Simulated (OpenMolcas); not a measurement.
# A workflow on HNO3 (peroxynitrous acid)

Aim: a series of 8 runs (UHF/6-311+G**, CASSCF(4,4)/6-311+G**, CASPT2(4,4)/6-311+G**, CASPT2[IPEA 0](4,4)/6-311+G**, SC-NEVPT2(4,4)/6-311+G**, PC-NEVPT2(4,4)/6-311+G**, MC-PDFT[tPBE](4,4)/6-311+G**, MC-PDFT[ftPBE](4,4)/6-311+G**) of HNO3 (peroxynitrous acid). 

The results are computed with OpenMolcas 26.06.

## Step 1: The system as given

HNO3 has 5 atoms, charge 0, and is taken as a singlet. As SMILES, `O=NOO`. The O3–O4 distance was set to 2.101 Å, away from the relaxed value. At this shape a bond of the SMILES string is far longer than usual.

Bond lengths: O1–N2 1.180 Å, N2–O3 1.353 Å, O4–H5 0.984 Å. Angles: O1–N2–O3 114.6°. A long bond or contact: O3–O4 2.101 Å.

## Step 2: A single-point energy at UHF/6-311+G(d,p) (run 1)

Input file geom.xyz:

```xyz
5

O     -0.505486    -1.104481     1.058334
N     -1.513606    -0.897471     0.480064
O     -1.416926     0.019359    -0.509726
O      0.508600     0.826880    -0.747550
H      1.001920     0.348200    -0.043280
```

Input file step1.input:

```
* HNO3 Hartree-Fock

&gateway
 baslib=$CurrDir
 coord=geom.xyz
 basis=6-311pGss
 group=NoSym

&seward

&scf
 uhf
 scramble=0.25
 prorbitals=1
```

The basis set 6-311+G** is read from a file made from the Basis Set Exchange's data (not shown).

Launch:

```
$ export MOLCAS_MEM=1860
$ pymolcas step1.input > step1.log
```

Standard output, cut to the lines that bear on the results:

```text
--- Start Module: gateway ---
[...]
--- Stop Module: gateway /rc=_RC_ALL_IS_WELL_ ---
--- Start Module: seward ---
[...]
      Basis functions           94
--- Stop Module: seward /rc=_RC_ALL_IS_WELL_ ---
[...]
--- Start Module: scf ---
[...]
       Convergence after  97 Iterations
[...]
::    Total SCF energy                               -279.4841851938
[...]
      Total spin, S                                     0.6625894045
[...]
      Total electronic charge=   32.000000
      Total            charge=   -0.000000
[...]
      Dipole Moment (debye):
      Origin of the operator (angstrom)=   -0.6794   -0.2595    0.0555
                   X=  5.7618E-01               Y= -7.1907E-01               Z=  1.0008E+00           Total=  1.3604E+00
      Quadrupole Moment (debye*angstrom):
[...]
--- Stop Module: scf /rc=_RC_ALL_IS_WELL_ ---
[...]
```

Wall time 36 s (1 thread of Arm Neoverse V1, shared host); peak memory 0.52 GiB.

## Step 3: A single-point energy at CASSCF(4,4)/6-311+G(d,p) (run 2)

geom.xyz is that of step 2.

Input file step2.input:

```
* HNO3 CASSCF
&GATEWAY
BasLib=$CurrDir
Coord=geom.xyz
Basis=6-311pGss
Group=NoSym
&SEWARD
&RASSCF
FileOrb=$CurrDir/step1.UnaOrb
Spin=1
Nactel=4 0 0
Inactive=14
Ras2=4
OrbListing=Nothing
```

The basis set 6-311+G** is read from a file made from the Basis Set Exchange's data (not shown).

Launch:

```
$ export MOLCAS_MEM=1860
$ pymolcas step2.input > step2.log
```

Standard output, cut to the lines that bear on the results:

```text
--- Start Module: gateway ---
[...]
--- Stop Module: gateway /rc=_RC_ALL_IS_WELL_ ---
--- Start Module: seward ---
[...]
      Basis functions           94
--- Stop Module: seward /rc=_RC_ALL_IS_WELL_ ---
[...]
--- Start Module: rasscf ---
[...]
      Number of active orbitals                  4
[...]
      Spin quantum number                      0.0
[...]
      Active orbitals                            4
[...]
      Number of CSFs                            20
[...]
      Number of root(s) required                 1
[...]
      Convergence after 23 iterations
[...]
      printout of CI-coefficients larger than  0.05 for root  1
      energy=    -279.531966
      conf/sym  1111     Coeff  Weight
             1  2200  -0.84811 0.71930
             6  2020   0.48081 0.23118
            14  0202   0.19247 0.03705
            20  0022  -0.10981 0.01206
      Natural orbitals and occupation numbers for root  1
      sym 1:   1.901362   1.513107   0.486893   0.098639
      ************************************************************************************************************************
      *                                                    Final results                                                     *
[...]
::    RASSCF root number  1 Total energy:   -279.53196638
[...]
      Total electronic charge=   32.000000
      Total            charge=   -0.000000
[...]
      Dipole Moment (debye):
      Origin of the operator (angstrom)=   -0.6794   -0.2595    0.0555
                   X=  8.4722E-01               Y= -8.6474E-01               Z=  1.2571E+00           Total=  1.7452E+00
      Quadrupole Moment (debye*angstrom):
[...]
--- Stop Module: rasscf /rc=_RC_ALL_IS_WELL_ ---
[...]
```

Wall time 14 s (1 thread of Arm Neoverse V1, shared host); peak memory 0.52 GiB.

Run 3 isn't shown in full; the table further down has it.

## Step 4: The energy at CASPT2[IPEA 0](4,4)/6-311+G(d,p) (run 4)

geom.xyz is that of step 3.

Input file step4.input:

```
* HNO3 CASPT2

&GATEWAY
 BasLib=$CurrDir
 Coord=geom.xyz
 Basis=6-311pGss
 Group=NoSym

&SEWARD

&RASSCF
 FileOrb=$CurrDir/step2.RasOrb
 Spin=1
 Nactel=4 0 0
 Inactive=14
 Ras2=4
 OrbListing=Nothing

&CASPT2
 IPEA=0
 Imaginary=0.1
 Frozen=4
```

The basis set 6-311+G** is read from a file made from the Basis Set Exchange's data (not shown).

Launch:

```
$ export MOLCAS_MEM=1860
$ pymolcas step4.input > step4.log
```

Standard output, cut to the lines that bear on the results:

```text
--- Start Module: gateway ---
[...]
--- Stop Module: gateway /rc=_RC_ALL_IS_WELL_ ---
[...]
      Basis functions           94
[...]
--- Start Module: rasscf ---
[...]
      Number of active orbitals                  4
[...]
      Spin quantum number                      0.0
[...]
      Active orbitals                            4
[...]
      Number of CSFs                            20
[...]
      Number of root(s) required                 1
[...]
      Convergence after  4 iterations
[...]
      printout of CI-coefficients larger than  0.05 for root  1
      energy=    -279.531966
      conf/sym  1111     Coeff  Weight
             1  2200  -0.84812 0.71930
             6  2020   0.48081 0.23118
            14  0202   0.19247 0.03704
            20  0022  -0.10980 0.01206
      Natural orbitals and occupation numbers for root  1
      sym 1:   1.901365   1.513109   0.486890   0.098635
      ************************************************************************************************************************
      *                                                    Final results                                                     *
[...]
::    RASSCF root number  1 Total energy:   -279.53196638
[...]
      Total electronic charge=   32.000000
      Total            charge=   -0.000000
[...]
      Dipole Moment (debye):
      Origin of the operator (angstrom)=   -0.6794   -0.2595    0.0555
                   X=  8.4721E-01               Y= -8.6476E-01               Z=  1.2571E+00           Total=  1.7453E+00
      Quadrupole Moment (debye*angstrom):
[...]
--- Stop Module: rasscf /rc=_RC_ALL_IS_WELL_ ---
[...]
--- Start Module: caspt2 ---
[...]
 ###    WARNING: User changed nr of frozen orbitals.                         ###
 ###############################################################################
[...]
      E2 (Variational):          -0.6850567825
      Total energy:            -280.2170231589
[...]
      Reference weight:           0.84030
[...]
::    CASPT2 Root  1     Total energy:   -280.21702316
[...]
--- Stop Module: caspt2 /rc=_RC_ALL_IS_WELL_ ---
[...]
```

Run time: 9 s. Hardware: 1 thread of Arm Neoverse V1, shared host; peak memory 0.52 GiB.

Runs 5 to 7 aren't shown in full; the table further down has their settings and results.

## Step 5: A single-point energy at MC-PDFT[ftPBE](4,4)/6-311+G(d,p) (run 8)

geom.xyz is that of step 4.

Input file step8.input:

```
* HNO3 MC-PDFT

&gateway
  baslib=$CurrDir
  coord=geom.xyz
  basis=6-311pGss
  group=NoSym

&seward

&rasscf
  fileorb=$CurrDir/step2.RasOrb
  spin=1
  nactel=4 0 0
  inactive=14
  ras2=4
  orblisting=Nothing

&mcpdft
  ksdft=FT:PBE
```

The basis set 6-311+G** is read from a file made from the Basis Set Exchange's data (not shown).

Launch:

```
$ export MOLCAS_MEM=1860
$ pymolcas step8.input > step8.log
```

Standard output, cut to the lines that bear on the results:

```text
--- Start Module: gateway ---
[...]
--- Stop Module: gateway /rc=_RC_ALL_IS_WELL_ ---
[...]
      Basis functions           94
[...]
--- Start Module: rasscf ---
[...]
      Number of active orbitals                  4
[...]
      Spin quantum number                      0.0
[...]
      Active orbitals                            4
[...]
      Number of CSFs                            20
[...]
      Number of root(s) required                 1
[...]
      Convergence after  4 iterations
[...]
      printout of CI-coefficients larger than  0.05 for root  1
      energy=    -279.531966
      conf/sym  1111     Coeff  Weight
             1  2200  -0.84812 0.71930
             6  2020   0.48081 0.23118
            14  0202   0.19247 0.03704
            20  0022  -0.10980 0.01206
      Natural orbitals and occupation numbers for root  1
      sym 1:   1.901365   1.513109   0.486890   0.098635
      ************************************************************************************************************************
      *                                                    Final results                                                     *
[...]
::    RASSCF root number  1 Total energy:   -279.53196638
[...]
      Total electronic charge=   32.000000
      Total            charge=   -0.000000
[...]
      Dipole Moment (debye):
      Origin of the operator (angstrom)=   -0.6794   -0.2595    0.0555
                   X=  8.4721E-01               Y= -8.6476E-01               Z=  1.2571E+00           Total=  1.7453E+00
      Quadrupole Moment (debye*angstrom):
[...]
--- Stop Module: rasscf /rc=_RC_ALL_IS_WELL_ ---
[...]
--- Start Module: mcpdft ---
[...]
 ###    WARNING: Deprecation warning: KSDF should be replaced                ###
 ###    with FUNC keyword                                                    ###
 ###############################################################################
[...]
::    MCPDFT root number  1 Total energy:   -280.62013301
--- Stop Module: mcpdft /rc=_RC_ALL_IS_WELL_ ---
[...]
```

It took 8.1 s on 1 thread of Arm Neoverse V1, shared host; peak memory 0.52 GiB.

## Step 6: The series

| run | level | scramble | active rule | energy (Eh) | dipole moment (D) of the reference | wall time |
| --- | --- | --- | --- | --- | --- | --- |
| 1 | UHF/6-311+G** | 0.25 | – | -279.484185 | 1.36 | 36 s |
| 2 | CASSCF(4,4)/6-311+G** | – | uhf natural orbitals | -279.531966 | 1.75 | 14 s |
| 3 | CASPT2(4,4)/6-311+G** | – | uhf natural orbitals | -280.209816 | 1.75 | 9 s |
| 4 | CASPT2[IPEA 0](4,4)/6-311+G** | – | uhf natural orbitals | -280.217023 | 1.75 | 9 s |
| 5 | SC-NEVPT2(4,4)/6-311+G** | – | uhf natural orbitals | -280.201172 | 1.75 | 7.8 s |
| 6 | PC-NEVPT2(4,4)/6-311+G** | – | uhf natural orbitals | -280.201735 | 1.75 | 8.1 s |
| 7 | MC-PDFT[tPBE](4,4)/6-311+G** | – | uhf natural orbitals | -280.526222 | 1.75 | 8.1 s |
| 8 | MC-PDFT[ftPBE](4,4)/6-311+G** | – | uhf natural orbitals | -280.620133 | 1.75 | 8.1 s |

## Step 7: Summary of results

| quantity | value |
| --- | --- |
| run 8, MC-PDFT[ftPBE](4,4)/6-311+G**: total energy | -280.62013 Eh |
| run 8, MC-PDFT[ftPBE](4,4)/6-311+G**: dipole moment (CASSCF density) | 1.75 D |

In words: Below the UHF energy at the same shape and in the same basis (6-311+G**): CASSCF(4,4) -47.8 mEh; CASPT2(4,4) -725.6 mEh; CASPT2[IPEA 0](4,4) -732.8 mEh; SC-NEVPT2(4,4) -717.0 mEh; PC-NEVPT2(4,4) -717.5 mEh. Active-space methods hold only the correlation inside their space unless a perturbation or CI step follows. Spin contamination of the reference: run 1 ⟨S²⟩ = 1.10. Where it is this large, the reference is a mixture of spin states, and values that rest on it are in doubt. All runs together took 1.7 min, the longest 36 s.
